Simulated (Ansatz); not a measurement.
Ansatz (a quantum-chemistry and plane-wave program) input (CCSD(T)/cc-pVQZ):

Ansatz 0.2 input:
```yaml
crystal:
  periodic: [false, false, false]
  atoms:
    - {symbol: N, position_ang: [0.00456047, 0.00186225, 0.14178543]}
    - {symbol: H, position_ang: [-0.02755881, 0.79955398, -0.50646319]}
    - {symbol: H, position_ang: [-0.00436445, -0.81258975, -0.48603483]}
basis:
  gaussian:
    orbitals: cc-pVQZ
magnetization: {spin_polarized: true, initial_magnetization: 1}
correlation: {method: ccsd_t, electrons: outside_noble_gas}
```

Output:

```
Functional definition: HF
integrals: 0.26 GiB planned
673 factors; integrals over basis functions are off by at most 7.2e-4 eV
mean field: 0.22 GiB planned
mean field evaluation 1: about -1511.9532 eV, gradient 1.3e1 eV
mean field evaluation 2: about -1511.9531 eV, gradient 1.3e1 eV
mean field evaluation 4: about -1512.6805 eV, gradient 1.3e0 eV
mean field evaluation 8: about -1512.6933 eV, gradient 1.1e-3 eV
mean field evaluation 16: about -1512.6933 eV, gradient 2.3e-6 eV
mean field evaluation 32: about -1510.4849 eV, gradient 3.7e-1 eV
mean field -1512.69328286 eV, -55.5904528048 hartree, gradient 2.3e-6 eV, S^2 0.759467; 1 other end points of the search recorded, 0 dependent functions left out
determinant -1512.69328286 eV, -55.5904528048 hartree, with singles and doubles -1518.64090765 eV, -55.8090239843 hartree
determinant -1510.48690904 eV, -55.5093700625 hartree, with singles and doubles -1516.48018532 eV, -55.7296189032 hartree
1 core orbitals not correlated
reference -1512.69328286 eV, -55.5904528048 hartree; 4, 3 occupied and 110, 111 virtual orbitals, 673 factors
second order -5.40269912 eV of doubles, -0.00000000 eV of singles
coupled cluster: 0.66 GiB planned
cycle   1  -5.80127403 eV  change   -6.0e-1 eV  update   1.4e-2
cycle   2  -5.81778616 eV  change   -1.7e-2 eV  update   3.1e-3
cycle   3  -5.81744378 eV  change    3.4e-4 eV  update   1.1e-3
cycle   4  -5.81764793 eV  change   -2.0e-4 eV  update   3.6e-4
cycle   5  -5.81779077 eV  change   -1.4e-4 eV  update   1.2e-4
cycle   6  -5.81779888 eV  change   -8.1e-6 eV  update   4.4e-5
cycle   7  -5.81782632 eV  change   -2.7e-5 eV  update   1.6e-5
cycle   8  -5.81782534 eV  change    9.8e-7 eV  update   5.4e-6
perturbative correction -0.17766764 eV, -0.0065291652 hartree
Total energy: -1518.68877584 eV, -55.8107831077 hartree
```
